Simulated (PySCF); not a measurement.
Structure with atom numbers: `[CH3:1][CH:2]([CH3:3])[CH2:4][OH:5]`. Hydrogens are named by the atom that carries them.

Isolated molecule, no relativistic terms, one averaged value for each set of equivalent atoms, single conformer. Shielding tensors at PBE0/pcSseg-1 (GIAO); GFN2-xTB structure; PySCF 2.14.0 with density-fitted response routines.

Q: Predict the 2D correlation tables (HSQC, COSY, HMBC).

A: 

HSQC (one-bond C–H):
```csv
δH,δC
3.58 (H(C4)),74.7 (C4)
1.20 (H(C2)),38.4 (C2)
0.99 (H(C1)/H(C3)),20.7 (C1/C3)
```

COSY cross peaks (H two or three bonds apart, from the bond graph; peaks can be absent where the dihedral angle is near 90°):
```csv
δH,δH
3.58 (H(C4)),1.20 (H(C2))
1.20 (H(C2)),0.99 (H(C1)/H(C3))
```

HMBC (two and three bonds, from the bond graph):
```csv
δH,δC
3.58 (H(C4)),"38.4 (C2), 20.7 (C1/C3)"
1.20 (H(C2)),"74.7 (C4), 20.7 (C1/C3)"
0.99 (H(C1)/H(C3)),"74.7 (C4), 38.4 (C2), 20.7 (C1/C3)"
```

Chemical shifts δ = σref − σ; TMS for ¹H and ¹³C, all at this level.

Short H···H contacts in this conformer between protons four or more bonds apart (candidates for NOE cross peaks, intensity ∝ r⁻⁶): H(C3)···H(C4) 2.48 Å.

OH/NH shifts are gas-phase values; hydrogen bonding in solution moves them, usually downfield. Shifts are as computed. Against solution values, carbons near 30 ppm lie about +3 ppm off and those near 130 ppm about +5 ppm. Of 246 compounds with measured shifts, 49 miss one by over three times the rms of a fit or turn the order of signals round; such compounds aren't used in these exercises.
